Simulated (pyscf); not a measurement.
**Addition across a multiple bond or ene-type step: O=Si(Cl)–Cl + water (H₂O) → HO–Si(OH)(Cl)–Cl**

Gas phase, singlet surface, charge 0. Bonds broken: O5–H6. Bonds formed: O1–H6, Si2–O5. Optimised with ωB97X-D3(BJ)/def2-SVP in PySCF. MP2 and CC: frozen core, UHF for open shells. ΔMP2 is the change of the MP2 total energy from the triple- to the quadruple-zeta basis.

Transition state (Å):

```xyz
7

O     -0.4343     0.6956     1.4219
Si    -0.1497     0.3664    -0.0814
Cl     1.6816    -0.2489    -0.7378
Cl    -1.0806     1.2881    -1.6271
O     -1.0680    -1.2180     0.2366
H     -1.0225    -0.6705     1.1925
H     -0.5515    -2.0387     0.2557
```

One imaginary mode, 873i cm⁻¹; descent along it reached the two sides named, in the forms told below.

| bond | change | reactant side (Å) | saddle | product side |
|---|---|---|---|---|
| O5–H6 | breaks | 0.977 | 1.103 | 2.8 |
| O1–H6 | forms | 2.411 | 1.505 | 0.964 |
| Si2–O5 | forms | 1.948 | 1.859 | 1.642 |

Electronic energies relative to the separated reactants (kcal/mol):

| level | barrier | reaction energy | reverse barrier |
|---|---|---|---|
| ωB97X-D3(BJ)/def2-TZVP | -21.6 | -76.2 | 54.5 |
| PBE/def2-TZVP | -20.2 | -66.8 | 46.6 |
| r²SCAN/def2-TZVP | -22.9 | -74.3 | 51.4 |
| B3LYP-D3(BJ)/def2-TZVP | -19.4 | -72.1 | 52.7 |
| PBE0-D3(BJ)/def2-TZVP | -23.3 | -75.4 | 52.1 |
| M06-2X/def2-TZVP | -24.3 | -79.7 | 55.5 |
| ωB97M-D3(BJ)/def2-TZVP | -21.5 | -75.0 | 53.4 |
| HF/def2-TZVP | -13.8 | -81.9 | 68.1 |
| MP2/def2-QZVPP | -20.1 | -73.2 | 53.1 |
| CCSD/def2-TZVPP | -18.3 | -75.4 | 57.1 |
| CCSD(T)/def2-TZVPP | -18.9 | -73.4 | 54.4 |
| CCSD(T)/def2-TZVPP + ΔMP2(QZVPP) | -19.1 | -73.7 | 54.6 |

With CCSD(T)/def2-TZVPP + ΔMP2(QZVPP) energies and thermal terms (ideal gas, 1 atm, RRHO with modes under 100 cm⁻¹ raised to 100, one conformer, R ln 2 for chiral ones without a mode under 150 cm⁻¹), in kcal/mol:

| T (K) | ΔH‡ | ΔG‡ | ΔH | ΔG |
|---|---|---|---|---|
| 298 | -19.8 | -9.0 | -72.4 | -62.5 |
| 600 | -19.9 | 2.0 | -71.6 | -52.8 |
| 900 | -19.3 | 12.8 | -70.4 | -43.6 |
| 1200 | -18.6 | 23.4 | -69.1 | -34.9 |

On the reactant side the descent ends in an adduct with a O–Si contact, 25.5 kcal/mol under the separated species and 3.9 kcal/mol under the saddle at ωB97X-D3(BJ)/def2-TZVP. At ωB97X-D3(BJ)/def2-TZVP, PBE, r²SCAN, B3LYP-D3(BJ), PBE0-D3(BJ), M06-2X, ωB97M-D3(BJ)/def2-TZVP, HF, MP2, CCSD, CCSD(T), CCSD(T) the saddle lies under the separated reactants, which points to a path from their complex (located at ωB97X-D3(BJ) alone). What is counted as formed (O–Si) is already present as a longer contact in the reactant adduct; forming that adduct is a step of its own. One saddle was located; it need not be the lowest between these sides. The CCSD(T) − MP2 part came from Ansatz, without density fitting, on the same reference.
